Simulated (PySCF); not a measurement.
Gas-phase reaction: 3 SiH + 3 O2 + HCl ⇌ 2 SiO(OH)2 + SiCl

Method: PySCF energies plus ideal-gas RRHO corrections (1 bar). † marks an energy on the PBE0/def2-TZVP geometry and frequencies; other levels use their own. MP2 freezes the core. 6-31G* has spherical d functions here. Open shells (unrestricted): SiH (multiplicity 2, electronic degeneracy 4), O2 (multiplicity 3), SiCl (multiplicity 2, electronic degeneracy 4); the rest are closed-shell singlets. Spin-orbit splitting is ignored; it lowers the true energy and changes the entropy of SiH, SiCl. B3LYP is the form with VWN-RPA correlation. SiO(OH)2: computed as isolated molecules; such fragments, hydroxides, amides, oligomers or adducts are transient or little studied in the gas. MP2 isn't extrapolated to the basis-set limit; its ΔH°(298 K) is -2268.1 kJ in def2-SVP and -2570.3 kJ in def2-TZVPP. The harmonic model lacks anharmonicity and excited electronic states, which grow with temperature; levels with a mode under 35 cm⁻¹ are left out. Internal rotation in SiO(OH)2 is treated as a harmonic vibration of one conformer, which makes the entropy rough.

```
level               ΔE electronic, kJ  ΔH°(298 K), kJ  ΔS°(298 K), J/K  ΔG°(1000 K), kJ
------------------  -----------------  --------------  ---------------  ---------------
B3LYP/6-31G*                    -2195           -2126             -573            -1556
B3LYP/def2-TZVP†                -2386           -2315             -575            -1743
MP2/def2-SVP†                   -2339           -2268             -575            -1696
PBE0/def2-TZVP                  -2397           -2326             -575            -1754
ωB97M-V/def2-TZVP†              -2496           -2426             -575            -1853
```
ΔH° is lowest at ωB97M-V/def2-TZVP† and highest at B3LYP/6-31G*. No reference value is set beside these.
